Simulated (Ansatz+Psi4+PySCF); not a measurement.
Values are calculated unless marked as measured or tabulated.
## Ansatz (development build ahead of 0.2.0) run

```yaml
crystal:
  periodic: [false, false, false]
  atoms:
    - { symbol: "N", position_ang: [0.0, 0.0, 0.11649] }
    - { symbol: H, position_ang: [0.0, 0.93973, -0.27181] }
    - { symbol: H, position_ang: [0.81383, -0.46986, -0.27181] }
    - { symbol: H, position_ang: [-0.81383, -0.46986, -0.27181] }
basis:
  gaussian: { orbitals: cc-pVTZ }
hamiltonian:
  xc: hf
correlation:
  method: mp2
  frozen_orbitals: { H: 0, "N": 1 }
output:
  forces: true
```

The input is written out in the form of the current development build from the run's settings.

Output:

* Converged: yes
* Reference energy: -56.21749 hartree
* Correlation energy: -0.23541 hartree
* Total energy: -56.45290 hartree
* Spin squared of the determinant: 0.000
* Stability test: minimum among restricted orbitals
* Occupied orbitals by symmetry in an Abelian subgroup (alpha; beta): 4 A' 1 A''; 4 A' 1 A''

Forces (eV/Å):
| atom | Fx | Fy | Fz |
| --- | --- | --- | --- |
| N1 | 0.000 | 0.000 | -0.175 |
| H2 | 0.000 | -0.254 | 0.058 |
| H3 | -0.220 | 0.127 | 0.058 |
| H4 | 0.220 | 0.127 | 0.058 |
